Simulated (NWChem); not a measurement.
Molecule: fluoromethane (CH₃F); SMILES CF

```xyz
5

C      0.0000     0.0000    -0.6018
F      0.0000     0.0000     0.7616
H      0.7326     0.7326    -0.9796
H      0.2681    -1.0007    -0.9796
H     -1.0007     0.2681    -0.9796
```
Atoms are numbered in this order, from 1.

All runs: NWChem. Geometry optimised at PBE0/def2-SVP; all other runs use it. 

```tsv
quantity	level	value
−ε(HOMO) (eV)	CAM-B3LYP/def2-SVP	10.98
isotropic polarisability (bohr³), static	CAM-B3LYP/def2-SVPD	16.9
vertical, lowest excitation, singlet (eV)	CAM-B3LYP/def2-SVPD, TDA	9.31
dipole in solution (D) in water	PBE0/def2-SVP, SMD	2.06
dipole (D)	PBE0/def2-SVP	1.74
highest harmonic frequency (cm⁻¹)	PBE0/def2-SVP	3138
```
